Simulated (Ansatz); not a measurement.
Input file:

```yaml
crystal:
  periodic: [false, false, false]
  atoms:
    - {symbol: Ga, position_ang: [0.000000, 0.000000, -0.039785]}
    - {symbol: H, position_ang: [0.000000, 1.059167, 1.376033]}
    - {symbol: H, position_ang: [0.000000, -1.059167, 1.376033]}
basis:
  gaussian: {orbitals: 6-31G}
total_charge: 1
magnetization: {spin_polarized: false, initial_magnetization: 2}
correlation: {active_space: {ras: {orbitals: [6, 2, 16], electrons: 14, max_holes: 2, max_particles: 2}, fixed_orbitals: true}}
output: {forces: true}
```

```sh
$ ansatz run in.yaml --threads 1 --pin off --events-out ev --progress --plain --max-ram 2393MiB
```

Output:

```
317 factors; integrals over basis functions are off by at most 3.5e-4 eV
mean field evaluation 1: about -52345.6850 eV, gradient 4.5e0 eV
mean field evaluation 2: about -52345.6994 eV, gradient 4.5e0 eV
mean field evaluation 4: about -52345.9233 eV, gradient 3.0e-1 eV
mean field evaluation 8: about -52345.9237 eV, gradient 1.2e-3 eV
mean field evaluation 16: about -52345.9170 eV, gradient 2.9e-1 eV
mean field -52345.92368890 eV, -1923.6772142255 hartree, gradient 7.1e-6 eV, S^2 2.000000; 2 other end points of the search recorded, 0 dependent functions left out
reference -52345.92368890 eV, -1923.6772142255 hartree; 17, 15 occupied and 16, 18 virtual orbitals, 317 factors
state -52351.09426288 eV, -1923.8672293148 hartree
the calculation of the forces begins
Total energy: -52351.09426288 eV, -1923.8672293148 hartree
Atom 0 at     0.000000     0.000000    -0.039785 Å, force    -0.000000     0.000000    -0.583270 eV/Å
Atom 1 at     0.000000     1.059167     1.376033 Å, force     0.000000     0.189374     0.291635 eV/Å
Atom 2 at     0.000000    -1.059167     1.376033 Å, force     0.000000    -0.189374     0.291635 eV/Å
Dipole moment:    -0.000000    -0.000000     0.120517 e Å
```

Forces (eV/Å):
```
Ga   0.000  0.000 -0.583
H    0.000  0.189  0.292
H    0.000 -0.189  0.292
```

Ran on 1 thread of Intel Xeon, shared host: 9.6 s wall, 0.18 GiB peak host memory.
